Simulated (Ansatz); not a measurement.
Geometry optimisation, Ansatz, RKS B3LYP-D4/STO-3G.

The input (input.yaml):

```yaml
crystal:
  periodic: [false, false, false]
  atoms:
    - { symbol: C, position_ang: [-0.0016, -0.0055, -2.0272] }
    - { symbol: "N", position_ang: [0.0544, 0.2235, -3.1402] }
    - { symbol: H, position_ang: [-0.0528, -0.218, -0.9912] }
    - { symbol: C, position_ang: [0.0039, 0.018, 2.0717] }
    - { symbol: "N", position_ang: [-0.1799, -0.7528, 1.2553] }
    - { symbol: H, position_ang: [0.176, 0.7348, 2.8317] }
basis:
  gaussian: { orbitals: STO-3G }
hamiltonian:
  xc: b3lyp
  dispersion: d4
relax:
  f_tol: 0.02
  max_steps: 40
```

Command:

```bash
$ ansatz run input.yaml --threads 1 --pin off --max-ram 2048MiB --backend cpu --events-out ev --progress --plain --runs-dir out
```

Task: Where does it end, and by what steps?

Result: The forces met the threshold. The force dipped under the threshold on the way, but the program's further checks kept it going. Limits of this set-up: minimal basis. After 14 steps the energy has fallen by 0.581 eV; N5 moved furthest, 0.86 Å.

| step | energy less start (eV) | largest force component (eV/Å) | accepted |
| --- | --- | --- | --- |
| 0 | 0.0000 | 7.948 | yes |
| 1 | -0.4885 | 2.067 | yes |
| 2 | -0.5352 | 1.508 | yes |
| 3 | -0.5569 | 0.603 | yes |
| 4 | -0.5655 | 0.349 | yes |
| 5 | -0.5678 | 0.149 | yes |
| 6 | -0.5755 | 0.031 | yes |
| 7 | -0.5425 | 2.474 | no |
| 8 | -0.5784 | 0.010 | yes |
| 9 | -0.5774 | 0.638 | no |
| 10 | -0.5794 | 0.094 | yes |
| 11 | -0.5800 | 0.169 | yes |
| 12 | -0.5802 | 0.145 | yes |
| 13 | -0.5805 | 0.095 | yes |
| 14 | -0.5806 | 0.001 | yes |

```xyz
6
Properties=species:S:1:pos:R:3
C -0.023 -0.096 -2.070
N -0.034 -0.141 -3.261
H -0.013 -0.054 -0.967
C 0.024 0.099 2.132
N 0.007 0.031 0.944
H 0.038 0.161 3.221
```

Whether the end is a true minimum wasn't checked by a vibrational analysis.

Run time: 12 s on 1 CPU thread of a shared host.
